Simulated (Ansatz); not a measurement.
## What a trial cell of AgPd2 relaxes into

The calculation used DFT PBE, scalar-relativistic, plane waves, PAW (Ansatz). Cutoff 420 eV, Γ-centred k mesh, Gaussian smearing, no spin polarisation in the final step.

AgPd2 was placed on the cadmium chloride structure type (R-3m, No. 166), with Ag in place of Cd, Pd in place of Cl, at a guessed volume.

```xyz
3
Lattice="1.6810 0.9706 5.0772 -1.6810 0.9706 5.0772 0.0000 -1.9411 5.0772" Properties=species:S:1:pos:R:3 pbc="T T T"
Ag    0.0000    0.0000    0.0000
Pd    0.0000    0.0000   11.4237
Pd    0.0000    0.0000    3.8079
```

Cell and atoms relax at zero pressure; the relaxation can't lower the symmetry of the start. After a coarse first stage the cell is made exact in the group found at 0.06 Å.

Energies over the elements count from the elements' standard structures at the same level, with no empirical corrections.

Problem. Which crystal results?

Solution. It keeps R-3m (No. 166), but not the shape of the type it started on. Conventional cell: a = 2.815 Å, c = 21.086 Å. Ag is coordinated by 6 Ag at 2.82 Å and 6 Pd at 2.87 Å; Pd is coordinated by 9 Pd at 2.82 Å and 3 Ag at 2.87 Å.

```cif
data_structure
_symmetry_space_group_name_H-M 'R-3m:H'
_symmetry_Int_Tables_number 166
_cell_length_a 2.8151
_cell_length_b 2.8151
_cell_length_c 21.0857
_cell_angle_alpha 90.000
_cell_angle_beta 90.000
_cell_angle_gamma 120.000
_cell_volume 144.72
loop_
_atom_site_label
_atom_site_type_symbol
_atom_site_symmetry_multiplicity
_atom_site_Wyckoff_symbol
_atom_site_fract_x
_atom_site_fract_y
_atom_site_fract_z
_atom_site_occupancy
Ag1 Ag 3 a 0.00000 0.00000 0.00000 1
Pd1 Pd 6 c 0.00000 0.00000 0.77867 1
```

Problem. What are its volume, energy, density and gap?

Solution. The volume per atom is 16.08 Å³. The density is 11.04 g/cm³. The energy over the elements is -0.02 eV/atom and the gap on the 18×18×18 mesh is 0 eV (a metal).

The final run used a 18×18×18 mesh on its 3-atom cell and 0.10 eV smearing. The k mesh leaves about 4 meV/atom of noise in metals. A structure relaxed within its symmetry needn't be a true minimum. The steps took of the order of 100 core-seconds in all.

Cost: 3 runs of about 1.7 core-minutes in all, on Intel Xeon 6975P-C (Granite Rapids) (shared hosts).